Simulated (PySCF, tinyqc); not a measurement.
Inside a calculation (part 2 of 2). Method: RHF in the sto-6g basis, for HF, spin multiplicity 1. The lowest restricted solution is unstable here: a spin-polarised one lies 0.0836 hartree lower (PySCF). Computed by tinyqc, a small Python program that keeps every step (integrals from PySCF). Command: `OMP_NUM_THREADS=1 python tinyqc.py 31937 31938 out.jsonl` (the two numbers bound the seeds that draw the settings). One thread of a shared host (Intel(R) Xeon(R) Processor @ 2.60GHz), about 0.09 s of CPU time with the checks.

Geometry (angstrom):
```
atom         x         y         z
F     0.000000  0.000000  0.000000
H     0.000000  0.000000  1.582000
```

## Iteration 4: diagonalisation and new density

Fock matrix F (hartree):
```
             1F 1s      1F 2s     1F 2px     1F 2py     1F 2pz      2H 1s
1F 1s   -26.194457  -6.358048   0.000000   0.000000  -0.008761  -0.301124
1F 2s    -6.358048  -2.840508   0.000000   0.000000  -0.006176  -0.333639
1F 2px    0.000000   0.000000  -0.431244   0.000000   0.000000   0.000000
1F 2py    0.000000   0.000000   0.000000  -0.431244   0.000000   0.000000
1F 2pz   -0.008761  -0.006176   0.000000   0.000000  -0.153194  -0.300321
2H 1s    -0.301124  -0.333639   0.000000   0.000000  -0.300321  -0.175257
```

X:
```
            1F 1s      1F 2s    1F 2px    1F 2py     1F 2pz      2H 1s
1F 1s    1.021241  -0.121347  0.000000  0.000000  -0.000905   0.007597
1F 2s   -0.121347   1.029400  0.000000  0.000000   0.007501  -0.074809
1F 2px   0.000000   0.000000  1.000000  0.000000   0.000000   0.000000
1F 2py   0.000000   0.000000  0.000000  1.000000   0.000000   0.000000
1F 2pz  -0.000905   0.007501  0.000000  0.000000   1.006783  -0.067935
2H 1s    0.007597  -0.074809  0.000000  0.000000  -0.067935   1.014794
```

Diagonalise F' = X^T F X, C = X C', fill 5 alpha and 5 beta electrons from the bottom; D = 2 C_occ C_occ^T. Each column has its largest component positive (the first on a tie).

F' = X^T F X (hartree):
```
            1          2          3          4          5          6
1  -25.789109  -3.159023   0.000000   0.000000  -0.014813  -0.008580
2   -3.159023  -1.762091   0.000000   0.000000   0.023312  -0.167758
3    0.000000   0.000000  -0.431244   0.000000   0.000000   0.000000
4    0.000000   0.000000   0.000000  -0.431244   0.000000   0.000000
5   -0.014813   0.023312   0.000000   0.000000  -0.114875  -0.288079
6   -0.008580  -0.167758   0.000000   0.000000  -0.288079  -0.104000
```

orbital energies (hartree): MO1 -26.197549, MO2 -1.375306, MO3 -0.431244, MO4 -0.431244, MO5 -0.387933, MO6 0.190712

coefficients C:
```
              MO1        MO2        MO3       MO4        MO5        MO6
1F 1s    0.997260  -0.248272   0.000000  0.000000   0.027913   0.027777
1F 2s    0.011562   1.017707   0.000000  0.000000  -0.146589  -0.150640
1F 2px   0.000000   0.000000   0.941156  0.337972   0.000000   0.000000
1F 2py   0.000000   0.000000  -0.337972  0.941156   0.000000   0.000000
1F 2pz   0.000450   0.008955   0.000000  0.000000   0.684488  -0.741405
2H 1s   -0.000917   0.057933   0.000000  0.000000   0.648240   0.785178
```

D after iteration 4:
```
            1F 1s      1F 2s    1F 2px    1F 2py     1F 2pz      2H 1s
1F 1s    2.113890  -0.490458  0.000000  0.000000   0.034662   0.005593
1F 2s   -0.490458   2.114699  0.000000  0.000000  -0.182439  -0.072153
1F 2px   0.000000   0.000000  2.000000  0.000000   0.000000   0.000000
1F 2py   0.000000   0.000000  0.000000  2.000000   0.000000   0.000000
1F 2pz   0.034662  -0.182439  0.000000  0.000000   0.937208   0.888461
2H 1s    0.005593  -0.072153  0.000000  0.000000   0.888461   0.847144
```

Within a degenerate level the vectors are fixed only up to a rotation; this is one choice.

## Iteration 14 (converged): orbitals

converged F (hartree):
```
             1F 1s      1F 2s     1F 2px     1F 2py     1F 2pz      2H 1s
1F 1s   -26.266761  -6.372558   0.000000   0.000000  -0.008783  -0.301754
1F 2s    -6.372558  -2.879402   0.000000   0.000000  -0.001124  -0.336316
1F 2px    0.000000   0.000000  -0.473743   0.000000   0.000000   0.000000
1F 2py    0.000000   0.000000   0.000000  -0.473743   0.000000   0.000000
1F 2pz   -0.008783  -0.001124   0.000000   0.000000  -0.166128  -0.301862
2H 1s    -0.301754  -0.336316   0.000000   0.000000  -0.301862  -0.171890
```

As before.

F' = X^T F X (hartree):
```
            1          2          3          4          5          6
1  -25.861497  -3.160679   0.000000   0.000000  -0.015445  -0.008624
2   -3.160679  -1.800247   0.000000   0.000000   0.028489  -0.168299
3    0.000000   0.000000  -0.473743   0.000000   0.000000   0.000000
4    0.000000   0.000000   0.000000  -0.473743   0.000000   0.000000
5   -0.015445   0.028489   0.000000   0.000000  -0.127683  -0.289404
6   -0.008624  -0.168299   0.000000   0.000000  -0.289404  -0.100138
```

orbital energies (hartree): MO1 -26.269796, MO2 -1.412961, MO3 -0.473743, MO4 -0.473743, MO5 -0.395306, MO6 0.188498

coefficients C:
```
              MO1        MO2       MO3        MO4        MO5        MO6
1F 1s    0.997288  -0.248353  0.000000   0.000000   0.025762   0.028130
1F 2s    0.011448   1.018715  0.000000   0.000000  -0.137302  -0.152573
1F 2px   0.000000   0.000000  0.991600  -0.129341   0.000000   0.000000
1F 2py   0.000000   0.000000  0.129341   0.991600   0.000000   0.000000
1F 2pz   0.000447   0.004071  0.000000   0.000000   0.694589  -0.731993
2H 1s   -0.000908   0.053371  0.000000   0.000000   0.637858   0.793955
```

D after iteration 14:
```
            1F 1s      1F 2s    1F 2px    1F 2py     1F 2pz      2H 1s
1F 1s    2.113850  -0.490243  0.000000  0.000000   0.034657   0.004544
1F 2s   -0.490243   2.113527  0.000000  0.000000  -0.182432  -0.066440
1F 2px   0.000000   0.000000  2.000000  0.000000   0.000000   0.000000
1F 2py   0.000000   0.000000  0.000000  2.000000   0.000000   0.000000
1F 2pz   0.034657  -0.182432  0.000000  0.000000   0.964941   0.886532
2H 1s    0.004544  -0.066440  0.000000  0.000000   0.886532   0.819423
```

Within a degenerate level the vectors are fixed only up to a rotation; this is one choice.

## Convergence

Stop when the energy changes by less than 1e-10 hartree and every element of the error matrix X^T (F D S - S D F) X is below 3e-06.

Course of the cycle:
```
iteration   E (hartree)     change  largest element of the error matrix
1          -99.89783641          -                             3.69e-01
2          -99.17701327   7.21e-01                             3.78e-01
3          -99.29375467  -1.17e-01                             1.72e-01
4          -99.31066872  -1.69e-02                             6.12e-02
5          -99.31278336  -2.11e-03                             2.14e-02
6          -99.31304110  -2.58e-04                             7.48e-03
7          -99.31307232  -3.12e-05                             2.60e-03
8          -99.31307610  -3.78e-06                             9.05e-04
9          -99.31307656  -4.58e-07                             3.15e-04
10         -99.31307661  -5.55e-08                             1.10e-04
11         -99.31307662  -6.72e-09                             3.81e-05
12         -99.31307662  -8.15e-10                             1.33e-05
13         -99.31307662  -9.87e-11                             4.62e-06
14         -99.31307662  -1.19e-11                             1.61e-06
```

PySCF RHF in the same basis = -99.31307662 hartree

Converged in 14 iterations.

## Populations, bond orders and dipole

overlap S:
```
           1F 1s     1F 2s    1F 2px    1F 2py    1F 2pz     2H 1s
1F 1s   1.000000  0.232479  0.000000  0.000000  0.000000  0.010844
1F 2s   0.232479  1.000000  0.000000  0.000000  0.000000  0.142908
1F 2px  0.000000  0.000000  1.000000  0.000000  0.000000  0.000000
1F 2py  0.000000  0.000000  0.000000  1.000000  0.000000  0.000000
1F 2pz  0.000000  0.000000  0.000000  0.000000  1.000000  0.132590
2H 1s   0.010844  0.142908  0.000000  0.000000  0.132590  1.000000
```

Mulliken: Z minus the diagonal of D S on the atom; Loewdin: the same with S^(1/2) D S^(1/2); Mayer order: 2 sum_s sum (D(s) S)_ij (D(s) S)_ji over the two atoms.

Charges (e):
```
atom   Mulliken    Loewdin
1F    -0.072477  -0.067015
2H     0.072477   0.067015
```

Mayer bond orders:
```
pair     order
2-1   0.994747
```

dipole moment about the origin, x y z (debye): 0.000000  0.000000  0.923574
